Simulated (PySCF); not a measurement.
# One molecule, many functionals

Compound: C5H7F.
SMILES: `C[C@@]12C[C@@H]1[C@H]2F`

Linear-response calculations in the def2-SVPD basis (PySCF; singlets by full response, triplets Tamm–Dancoff, core orbitals frozen in the response; HF means time-dependent Hartree–Fock). 'Strongest' is the level of largest summed f among the singlets computed (10 roots, of which the last may lack a degenerate partner); it can jump between rows when another state enters that window. S1 is the lowest singlet of each run and needn't be the same state throughout; f(S1) is that of one state. Isolated species at its PBE0-D3(BJ)/def2-SVP geometry, gas phase.

```csv
functional,kind,S1 (eV),f(S1),strongest (eV),T1 (eV),HOMO (eV),gap (eV),"ionisation energy, ΔSCF (eV)"
LDA,LDA,6.31,0.023,8.09,6.25,-6.12,6.30,9.28
PBE,GGA,6.24,0.022,7.93,6.16,-6.01,6.23,9.12
B3LYP,"global hybrid, 20% exact exchange",6.68,0.027,8.38,6.60,-7.01,7.58,9.30
PBE0,"global hybrid, 25% exact exchange",6.94,0.028,8.62,6.83,-7.20,8.07,9.28
BHandHLYP,"global hybrid, 50% exact exchange",7.32,0.031,9.08,7.02,-8.30,9.59,9.27
CAM-B3LYP,range-separated hybrid,7.14,0.030,8.83,6.91,-8.55,10.00,9.38
wB97X-D,range-separated hybrid,7.44,0.031,8.65,7.02,-9.03,11.50,9.32
LC-wPBE,range-separated hybrid,7.91,0.032,9.47,7.00,-9.87,12.37,9.48
HF,Hartree–Fock,8.10,0.039,9.43,7.12,-9.93,12.63,not settled
```

S1 runs from 6.24 eV (PBE) to 8.10 eV (HF), a spread of 1.86 eV, while the orbital gap spreads over 6.4 eV. Along PBE (0%), B3LYP (20%), PBE0 (25%), BHandHLYP (50%), HF (100%) S1 rises with the share of exact exchange. −ε(HOMO) comes closest to its own ΔSCF ionisation energy with wB97X-D (-0.28 eV) and misses most with LDA (-3.16 eV). 'Not settled' means that the ion's SCF failed to converge or may have ended in another state than the lowest.

Without π bonds the low states are Rydberg-like; a valence basis with one diffuse set may place them up to an eV too high.
